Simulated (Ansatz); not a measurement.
**Worked example: CN⁺, singlet against CN, doublet**

Geometry (PBE0/def2-TZVP stationary point of a doublet), kept for both states (CN, doublet: Σ⁺ or Δ; CN⁺, singlet: Σ⁺ or Δ):

```yaml
atoms:
  - { symbol: N, position_ang: [0.0000, 0.0000, 0.0000] }
  - { symbol: C, position_ang: [0.0000, 0.0000, 1.1601] }
```

Basis 6-31G; Ansatz 0.2.0. Only valence electrons are correlated (noble-gas cores frozen). Prefix R: restricted or restricted open-shell reference; prefix U: unrestricted.

Full CI is exact within this basis and frozen core; it isn't the basis-set limit. The frozen core follows each run's orbitals, which can shift R against U totals by a few meV.

Unrestricted rows (U, and Kohn–Sham where it breaks symmetry) aren't spin-pure: their determinants' ⟨S²⟩ exceeds S(S+1) by up to 1.67, so they mix in states of higher spin.

```tsv
level	E(CN, doublet) (hartree)	E(CN⁺, singlet) (hartree)
UHF	-92.161647	-91.708695
UMP2	-92.312373	-91.813947
UCCSD(T)*	-92.359108	-91.871462
PBE	-92.575746	-92.050490
r2SCAN	-92.628759	-92.105220
full CI	-92.362727	-91.886901
```

**Question.** Give the vertical gap, CN⁺ singlet less CN doublet, at each level in eV (1 hartree = 27.2114 eV), and each error against full CI.

**Answer.** full CI: (-91.886901 − (-92.362727)) × 27.2114 = 12.948 eV (the reference)
r2SCAN: (-92.105220 − (-92.628759)) × 27.2114 = 14.246 eV, error 1.298 eV
PBE: (-92.050490 − (-92.575746)) × 27.2114 = 14.293 eV, error 1.345 eV
UCCSD(T): (-91.871462 − (-92.359108)) × 27.2114 = 13.270 eV, error 0.322 eV
UMP2: (-91.813947 − (-92.312373)) × 27.2114 = 13.563 eV, error 0.615 eV
UHF: (-91.708695 − (-92.161647)) × 27.2114 = 12.325 eV, error -0.623 eV

Total energies of functionals can't be set beside those of wave-function methods, since they hold the core's correlation and their own absolute errors; only the differences compare.

The set has no polarisation functions, so the order and spacing of states can differ from the basis-set limit.

In so small a basis the reference is far from its limit while semilocal and hybrid functionals are nearer theirs, so the functionals' errors here hold much of the reference's basis and frozen-core error, which can add to them or hide them.

Each level lands on the state that its own search finds. T1 diagnostics of restricted CCSD: 0.055 and 0.091.

An asterisk marks runs whose energy the program itself flagged as in doubt.
